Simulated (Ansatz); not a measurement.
Geometry optimisation, RKS r2SCANh/6-31G* in Ansatz.

Input:

```yaml
crystal:
  periodic: [false, false, false]
  atoms:
    - { symbol: Al, position_ang: [0.024852, -0.536782, -0.378715] }
    - { symbol: H, position_ang: [0.007669, 0.086254, 2.307874] }
    - { symbol: H, position_ang: [1.4147, 0.143541, -0.665339] }
    - { symbol: H, position_ang: [-1.397488, 0.080102, -0.648426] }
    - { symbol: Cl, position_ang: [0.075647, -2.576162, 0.426485] }
    - { symbol: H, position_ang: [0.023719, -0.577752, 2.056121] }
basis:
  gaussian: { orbitals: "6-31G*" }
hamiltonian:
  xc: r2scanh
relax:
  f_tol: 0.03
  max_steps: 50
```

Launched with:

```bash
$ ansatz run input.yaml --threads 1 --pin off --max-ram 2048MiB --backend cpu --events-out ev --progress --plain --runs-dir out
```

Where does it end, and by what steps?

The run converged. After 9 steps the energy has fallen by 0.141 eV; Cl5 moved furthest, 0.40 Å.

| step | energy less start (eV) | largest force component (eV/Å) | accepted |
| --- | --- | --- | --- |
| 0 | 0.0000 | 1.403 | yes |
| 1 | -0.1066 | 0.723 | yes |
| 2 | -0.1227 | 0.418 | yes |
| 3 | -0.1305 | 0.068 | yes |
| 4 | -0.1337 | 0.074 | yes |
| 5 | -0.1301 | 0.767 | no |
| 6 | -0.1374 | 0.215 | yes |
| 7 | -0.1396 | 0.205 | yes |
| 8 | -0.1398 | 0.062 | yes |
| 9 | -0.1408 | 0.025 | yes |

```xyz
6
Properties=species:S:1:pos:R:3
Al 0.026 -0.632 -0.311
H 0.006 0.271 2.080
H 1.409 0.105 -0.491
H -1.393 0.037 -0.487
Cl 0.076 -2.710 0.055
H 0.025 -0.452 2.253
```

Run time: 27 s on 1 thread of Arm Neoverse V1, on a shared host, peak memory 0.12 GiB.
